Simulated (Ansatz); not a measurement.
# SiPH₂ (quartet): the correlation ladder at a displaced geometry (v2), cc-pVDZ

One table from this session's results is given with a row withheld; the runs are named, their logs left out.

Method: cc-pVDZ, core rule «outside noble gas», up to 10 orbitals frozen; program: Ansatz 0.2.0, Gaussian basis.

Plan: UHF; CCSD(T) on ROHF; CCSD(T) on UHF; BCCD(T) on ROHF; CISD; CCSDT(Q) on ROHF; CCSDT(Q) on UHF; CASSCF and MRCISD+Q, 11 electrons in 10 orbitals; CASSCF and NEVPT2, 11 electrons in 10 orbitals.

24 further runs of the same task are left out: 8 that didn't finish, 16 set aside as unsound or not needed.

### What is computed

The geometry is a PBE0/def2-TZVP stationary point (not a proven minimum) with its atoms shifted at random (size 0.100 Å).

4 atoms, charge 0, spin multiplicity 4.

Atoms are counted from 1 here; the program's logs count them from 0.

Bond lengths: Si1–P2 2.266 Å, Si1–H3 1.427 Å, P2–H4 1.580 Å. Angles: P2–Si1–H3 120.1°, Si1–P2–H4 93.0°.

Geometry (Å):

```xyz
4

Si    0.0252   -0.0859    1.1729
P    -0.0794    0.0963   -1.0829
H     0.9921    0.6647    1.9074
H     0.7463   -1.2307   -1.3124
```

The first run:

Input file in.yaml:

```yaml
crystal:
  periodic: [false, false, false]
  atoms:
    - {symbol: Si, position_ang: [0.025162, -0.085883, 1.172937]}
    - {symbol: P, position_ang: [-0.079386, 0.096295, -1.082923]}
    - {symbol: H, position_ang: [0.992077, 0.664671, 1.907387]}
    - {symbol: H, position_ang: [0.746319, -1.230741, -1.312422]}
basis:
  gaussian: {orbitals: cc-pVDZ}
magnetization: {spin_polarized: true, initial_magnetization: 3}
hamiltonian: {xc: hf}
output: {orbitals: {seedname: orbitals}}
```

Launch:

```console
ansatz run in.yaml --threads 1 --pin off --events-out ev --progress --plain --max-ram 2393MiB
```

Steps of the session up to this table: UHF; CCSD(T) on ROHF; CCSD(T) on UHF; BCCD(T) on ROHF; CISD; CCSDT(Q) on ROHF; CCSDT(Q) on UHF; CASSCF and MRCISD+Q, 11 electrons in 10 orbitals; CASSCF and NEVPT2, 11 electrons in 10 orbitals.

One table of the session follows, with a row left open; its other results are not shown here.

```
          method  from UCCSDT(Q) (meV)
            ROHF                     ?
             UHF               +5687.5
            RMP2               +1241.2
            UMP2               +1260.4
            CISD                +641.2
           RCCSD                +218.9
           UCCSD                +215.1
        RCCSD(T)                 +46.5
        UCCSD(T)                 +46.5
         BCCD(T)                 +46.0
          RCCSDT                 +10.6
          UCCSDT                 +10.0
       RCCSDT(Q)                  +0.7
       UCCSDT(Q)                     0
  CASSCF valence               +4358.0
  NEVPT2 valence               +1110.5
  MRCISD valence                +376.2
MRCISD+Q valence                 +35.6
```

Estimate the missing values for ROHF.

**Answer.** from UCCSDT(Q) (meV): +5841.5. In the column «from UCCSDT(Q) (meV)» it is the highest.

Among the levels timed on like hardware and quicker than the yardstick, those that no quicker one beats, quickest first: BCCD(T) (1.8 s, +46.0 meV); MRCISD+Q valence (14 s, +35.6 meV).

To keep in mind: Of the multireference levels listed MRCISD+Q valence comes nearest in total energy (+35.6 meV), which doesn't show that its space is the better one. Restricted and unrestricted rows rest on different reference determinants; where their highest levels disagree by more than a few hundredths of an eV, they describe different states and don't form one ladder.
